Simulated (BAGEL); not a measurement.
Worked example: vertical ionisation energy of C5H8 (1,2-pentadiene)

The species is C5H8 (13 atoms), meant as a singlet with charge 0. SMILES: `C=C=CCC`. The coordinates come from a PBE0-D4/def2-TZVP relaxation. This is one conformer, not always the lowest.

```xyz
13

C    -0.9766    1.9339    1.7017
C    -0.3548    0.8982    1.2192
C     0.2705   -0.1315    0.7279
C     0.7547   -0.2447   -0.6885
C     0.1127   -1.4119   -1.4268
H    -2.0582    2.0143    1.6561
H    -0.4345    2.7504    2.1685
H     0.4460   -0.9860    1.3808
H     0.5550    0.6923   -1.2133
H     1.8430   -0.3765   -0.6797
H     0.3077   -2.3577   -0.9143
H    -0.9704   -1.2852   -1.4886
H     0.5049   -1.4956   -2.4430
```

Both states at this one shape; open shells run unrestricted unless said. 1 Eh = 27.2114 eV.

```
                                                                                     level  program  singlet C5H8 (Eh)  doublet [C5H8]+ (Eh)  HOMO of the first (eV)
 HF/6-31G* (density fitting with qzvpp-jkfit, spherical functions), open shells restricted    BAGEL        -193.932950           -193.633692                   -9.63
HF/6-31G** (density fitting with qzvpp-jkfit, spherical functions), open shells restricted    BAGEL        -193.946845           -193.648134                   -9.62
                    HF/6-311G** (density fitting with qzvpp-jkfit), open shells restricted    BAGEL        -193.982725           -193.680339                   -9.75
             HF/6-311++G(2d,2p) (density fitting with qzvpp-jkfit), open shells restricted    BAGEL        -193.994891           -193.692800                   -9.78
```

Work out the vertical ionisation energy at each level.


1. HF/6-31G* (density fitting with qzvpp-jkfit, spherical functions), open shells restricted: -193.633692 − (-193.932950) = 0.299258 Eh = 8.14 eV; −ε(HOMO) = 9.63 eV.
2. HF/6-31G** (density fitting with qzvpp-jkfit, spherical functions), open shells restricted: -193.648134 − (-193.946845) = 0.298711 Eh = 8.13 eV; −ε(HOMO) = 9.62 eV.
3. HF/6-311G** (density fitting with qzvpp-jkfit), open shells restricted: -193.680339 − (-193.982725) = 0.302386 Eh = 8.23 eV; −ε(HOMO) = 9.75 eV.
4. HF/6-311++G(2d,2p) (density fitting with qzvpp-jkfit), open shells restricted: -193.692800 − (-193.994891) = 0.302091 Eh = 8.22 eV; −ε(HOMO) = 9.78 eV.

No measured value is set beside it here; the levels span 8.13 to 8.23 eV. In Hartree–Fock, −ε(HOMO) (Koopmans) exceeds the difference of totals by the orbital relaxation of the ion.
